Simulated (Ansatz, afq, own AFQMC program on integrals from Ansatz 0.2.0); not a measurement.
# Where AFQMC and coupled cluster stand for MgPH$_{2}$, quartet

```csv
atom,x (Å),y (Å),z (Å)
P,0.0269,0.0582,1.1645
Mg,0.0269,-0.0022,-1.5253
H,0.0269,-1.2626,1.6874
H,-1.4998,-0.4738,-0.6931
```

Connectivity, by distances: PH–MgH.

Basis cc-pVDZ. Only valence electrons are correlated. Integrals, coupled cluster, full CI and functionals: Ansatz 0.2.0; the random walks run on the same integrals in our own AFQMC program. The CISD trial takes its coefficients from CCSD amplitudes. Released means that phaseless walkers are propagated on without the constraint, phases kept. Uncertainties: one standard error, sampling alone.

Determinant: UHF, the one that the program's search chose, which needn't be the lowest solution. The geometry is a point of a scan.

No full CI on the walks' own integrals is used here; CCSDT(Q) serves as the reference and is uncertain by about the last step of the cluster series.

Cautions: lower spins were not checked; released walk and highest rung disagree (by 19 meV at 2.40 1/Eh).

The T1 diagnostic is 0.0216, the weight of the determinant in the CISD state is 0.896 and the ⟨S²⟩ of the determinant is 3.786. The size of the correlated space is 9 electrons in 36 orbitals.

```csv
level,correlation energy (eV)
MP2,-3.1786
CCSD,-4.0470
CCSD(T),-4.1474
```

Problem. Estimate where phaseless AFQMC with the Hartree–Fock trial lies against CCSD(T) on the same integrals.

Solution. 47.8 ± 36.4 meV below CCSD(T). The gap is under twice the noise, so this walk alone can't tell the two apart.

Reference: CCSDT(Q), correlation energy -4.179 eV. The released energy is read at 2.40 1/Eh (meV from the phaseless value at times in 1/Eh: 0 ± 7 at 0.24, -10 ± 7 at 0.51, -14 ± 8 at 0.99, 4 ± 8 at 1.62, 5 ± 7 at 2.40).

```json
{"level": "CCSD(T)", "E − E(reference) (meV)": "31.5", "share of correlation (%)": "99.25"}
{"level": "CCSDT", "E − E(reference) (meV)": "4.7", "share of correlation (%)": "99.89"}
{"level": "ph-AFQMC/HF", "E − E(reference) (meV)": "-16.3 ± 36.4", "share of correlation (%)": "100.39"}
{"level": "ph-AFQMC/CISD", "E − E(reference) (meV)": "14.1 ± 7.5", "share of correlation (%)": "99.66"}
{"level": "released AFQMC", "E − E(reference) (meV)": "19.1 ± 7.0", "share of correlation (%)": "99.54"}
```

Released energies are given only where the last usable release times agree within the noise; a slower fall can still hide under it.
